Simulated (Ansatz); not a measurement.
Two isomers of C3H6N2O: A = `C=NC(=N)OC`, B = `CNC1(O)C=N1`.

Computed with Ansatz on PBE0-D4/def2-TZVP structures; ΔE is electronic, products minus reactants. CBS: MP2 limit from def2 TZ/QZ plus the TZ coupled-cluster correction, frozen cores. Functionals use def2-TZVPP. B3LYP here is the variant with VWN-RPA as its local correlation; programs differ in this. Each species was taken in one conformer, which may not be the lowest.

A:

Z-matrix (Å, degrees):
```
C
O 1 1.420
H 1 1.091 2 110.5
H 1 1.088 2 105.8 3 -119.9
H 1 1.091 2 110.5 3 120.2
C 2 1.337 1 115.8 3 -60.1
N 6 1.409 2 115.1 1 -180.0
N 6 1.264 2 122.1 1 -0.0
C 7 1.265 6 119.1 2 0.0
H 8 1.016 6 108.5 2 -180.0
H 9 1.089 7 118.0 6 180.0
H 9 1.092 7 123.7 6 0.0
```

B:

```xyz
12

C    -0.102   -0.202   -1.637
N    -0.044    0.779   -0.567
C     0.129    0.229    0.713
O     1.401   -0.314    0.893
C    -0.976   -0.171    1.530
N    -0.461    0.924    1.885
H    -0.961   -0.858   -1.476
H    -0.255    0.314   -2.586
H     0.797   -0.828   -1.718
H     0.692    1.454   -0.740
H     1.536   -0.485    1.830
H    -1.755   -0.842    1.874
```

Problem. Which isomer does CCSD(T)/CBS put lower? Give the gap. (An estimate is asked.)

Solution. Ansatz gave: A, by 27.4 kcal/mol.

Problem. Give E(B) − E(A) in kcal/mol with ωB97M-V, PBE0-D4, B2PLYP, CCSD/def2-TZVPP, r2SCAN-D4, B3LYP-D4, B3LYP. (Estimate.)

Solution. Computed: ωB97M-V 27.2, PBE0-D4 26.4, B2PLYP 30.6, CCSD/def2-TZVPP 28.4, r2SCAN-D4 29.3, B3LYP-D4 32.1, B3LYP 32.3. None reverses the order clearly.

Largest T1 diagnostic: 0.014.

In def2-TZVPP, CCSD(T) changes the Hartree–Fock value by −6.4 kcal/mol (the triples alone add +0.1 kcal/mol) and MP2 by −9.8 kcal/mol. From PBE to PBE0 (25 % exact exchange), in def2-TZVPP and without D4, E(B) − E(A) moves by −1.2 kcal/mol.
